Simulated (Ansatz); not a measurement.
Reaction: C4H5N (SMILES C=CCC#N) → C2H3 (SMILES [CH]=C, doublet) + C2H2N (SMILES [CH2]C#N, doublet) (the C-C bond breaks)
Each species at its own B3LYP-D3(BJ)/def2-TZVP minimum (Ansatz, a first-principles code), one conformer.

Property: bond dissociation energy (electronic), in kcal/mol. UHF or UKS for unpaired electrons; spin-orbit terms are left out. CBS(X,Y): correlation extrapolated as X^-3, Hartree-Fock from the larger set. A bracket is a step between two methods taken in the basis named. Functionals run without relativity, which enters their misses. Double hybrids freeze cores in their MP2 part. 'core' is core correlation in cc-pwCVTZ, 'X2C' scalar relativity in cc-pVTZ-DK, both at CCSD(T). The UHF reference of C2H3 ([CH]=C, doublet) is spin-contaminated (<S^2> up to 0.19 over the pure value in the sets run). The UHF reference of C2H2N ([CH2]C#N, doublet) is spin-contaminated (<S^2> up to 0.19 over the pure value in the sets run).

CCSD(T)/CBS(cc-pVTZ,cc-pVQZ) + [CCSDT(Q) - CCSD(T)]/cc-pVDZ + core + X2C (Ansatz) gives 99.1 kcal/mol.

### Question
What does PBE/def2-TZVPD (Ansatz) give here, and how do the other levels compare?

### Answer
PBE gives 92.7 kcal/mol, 6.4 kcal/mol below it. Differences of the others: r2SCAN/def2-TZVPD (Ansatz) -11.7; B3LYP/def2-TZVPD (Ansatz) -9.9; wB97M-V/def2-TZVPD (Ansatz) -0.4; B2PLYP/def2-TZVPD (Ansatz) -4.1; CCSD(T)/CBS(cc-pVTZ,cc-pVQZ) + core + X2C (Ansatz) 0.8 kcal/mol.
